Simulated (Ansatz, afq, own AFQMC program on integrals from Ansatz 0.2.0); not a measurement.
Integrals from Ansatz 0.2.0, then the random walk in our own AFQMC program (afq).

```yaml
crystal:
  periodic: [false, false, false]
  atoms:
    - {symbol: N, position_ang: [0.000000, 0.000000, 0.000000]}
    - {symbol: H, position_ang: [0.000000, 0.000000, 1.256000]}
basis:
  gaussian: {orbitals: cc-pVDZ}
magnetization: {spin_polarized: true, initial_magnetization: 2}
correlation: {method: ccsd_t, electrons: outside_noble_gas, hamiltonian_folder: ham}
```

```sh
$ ansatz run in.yaml --threads 1 --pin off --events-out ev --progress --plain --max-ram 16896MiB --backend cuda --devices 0, --max-vram 18GiB
```

Options of the walk:

```
--method phaseless --trial hf --walkers 4000 --populations 20 --least-time 40 --time-step 0.005 --steps-per-block 20 --equilibration-blocks 112 --max-blocks 4000 --target-error 0.0007499999999999999 --factor-cut 1e-05 --start spin_pure --seed 9034 --taylor-order 6
```

Times are imaginary, in 1/Eh. The walk had a cap of 49 s. With eight or more populations the least sampling time is a fifth of least-time, and the error comes from their spread.

afq prints:

```
orbitals 18  electrons 4 2  factors 115 of 180
reference energy -54.94206582 Eh
CCSD correlation -0.13036037 Eh in 10 cycles, weight of the determinant in the CISD state 0.9416
energy of the start -54.943676 Eh
 block  time / (1/Eh)  mean weight  energy / Eh
     1     0.100  1.0006  -54.976335
     2     0.200  1.0012  -55.000476
     3     0.300  1.0010  -55.017358
     4     0.400  1.0006  -55.028646
     5     0.500  1.0004  -55.036990
     8     0.800  1.0004  -55.054617
    11     1.100  1.0001  -55.063917
    26     2.600  1.0002  -55.073324
    41     4.100  0.9998  -55.072243
    56     5.600  1.0002  -55.072414
    71     7.100  1.0001  -55.075143
    86     8.600  1.0000  -55.074662
   101    10.100  1.0000  -55.073574
   116    11.600  0.9997  -55.074892
   131    13.100  0.9998  -55.075180
   146    14.600  1.0002  -55.075659
   161    16.100  1.0003  -55.076727
   166    16.600  1.0002  -55.079811
   176    17.600  1.0000  -55.070245
   191    19.100  1.0000  -55.075435
   206    20.600  0.9999  -55.073630
   221    22.100  0.9999  -55.073775
error from the spread of 20 populations
energy -55.073883 +/- 0.000662 Eh
(rows thinned)
```

The run passed its tests (sampling time, drift between the halves within three errors, error under three times the target), which doesn't prove that it has relaxed.

Against this walk (error 18.0 meV) on the same determinant: CCSD(T) 16.8 meV lower (within the noise), CCSDT(Q) 33.2 meV lower (within the noise), CCSDTQ 33.8 meV lower (within the noise), full CI 34.0 meV lower (within the noise), a separate phaseless walk with a CISD trial and standard settings 31.4 ± 18.0 meV lower (within the noise). The error is statistical and leaves out the bias of the constraint.

Cautions: constraint bias not in the error; lower spins were not checked.

The walk took 28 s on 1 × NVIDIA H100 80GB HBM3 with 2 threads of AMD EPYC 7R13 Processor (Zen 3), with other jobs on the host (the card was shared). The log's last line is the phaseless energy.

CCSDT and higher add their correlation energy to the determinant of the CCSD(T) run, since their own runs factorise the integrals more tightly (a shift of under 2 meV). A walk keeps the symmetry of its determinant, which the program's search chose and which needn't be the lowest solution, so a lower state of the same spin and another symmetry isn't excluded.
